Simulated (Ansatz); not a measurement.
# MgH (doublet): the correlation ladder at distance Mg1–H2 = 2.859 Å, cc-pVQZ

An exercise on one series of results from a longer session: the logs are not shown, and one member is left open.

Method: cc-pVQZ, core rule «outside noble gas», up to 5 orbitals frozen; program: Ansatz 0.2.0, Gaussian basis.

To be run: UHF; CCSD(T) on ROHF; CCSD(T) on UHF; BCCD(T) on ROHF; CCSDT on ROHF; CCSDT on UHF; CASSCF and MRCISD+Q, 3 electrons in 5 orbitals; CASSCF and NEVPT2, 3 electrons in 5 orbitals; Full CI.

24 further runs of the same task are left out: 8 for a known fault of the program, 15 that didn't finish, 1 set aside as unsound or not needed. Runs told in other sessions of the task aren't counted.

### The geometry

The geometry derives from a PBE0/def2-TZVP stationary point (not a proven minimum). One bond is set to the value named and the two fragments are kept rigid.

2 atoms, charge 0, spin multiplicity 2.

Atoms are counted from 1 here; the program's logs count them from 0.

No contacts short enough for the rule that draws bonds.

Set-up of the first run:

The input, in.yaml:

```yaml
crystal:
  periodic: [false, false, false]
  atoms:
    - {symbol: Mg, position_ang: [0.000000, 0.000000, 0.000000]}
    - {symbol: H, position_ang: [0.000000, 0.000000, 2.859000]}
basis:
  gaussian: {orbitals: cc-pVQZ}
magnetization: {spin_polarized: true, initial_magnetization: 1}
hamiltonian: {xc: hf}
output: {orbitals: {seedname: orbitals}}
```

Launch:

```sh
ansatz run in.yaml --threads 1 --pin off --events-out ev --progress --plain --max-ram 2393MiB
```

Among the steps run: UHF; CCSD(T) on ROHF; CCSD(T) on UHF; BCCD(T) on ROHF; CCSDT on ROHF; CCSDT on UHF; CASSCF and MRCISD+Q, 3 electrons in 5 orbitals; CASSCF and NEVPT2, 3 electrons in 5 orbitals; Full CI.

One table of the session follows, with a row left open; its other results are not shown here.

| method | from FCI (meV) |
| --- | --- |
| ROHF | +1181.6 |
| UHF | +1030.6 |
| RMP2 | +414.6 |
| UMP2 | +409.7 |
| RCCSD | +22.4 |
| UCCSD | +13.5 |
| RCCSD(T) | +8.1 |
| UCCSD(T) | ? |
| BCCD(T) | +7.1 |
| RCCSDT | 0.0 |
| UCCSDT | -0.4 |
| CASSCF valence | +256.3 |
| NEVPT2 valence | +97.5 |
| MRCISD valence | +32.4 |
| MRCISD+Q valence | +30.3 |
| FCI | 0 |

Estimate the missing values for UCCSD(T).

**Answer.** from FCI (meV): +4.8. In the column «from FCI (meV)» it lies between FCI (0) and BCCD(T) (+7.1).

Limits of these values: Levels on UHF freeze UHF's core orbitals, full CI those of ROHF, so the U rows can settle a little off it for that reason alone. Restricted and unrestricted rows rest on different reference determinants; a gap between their highest levels can come from leftover correlation error, from unlike frozen cores or from another state.
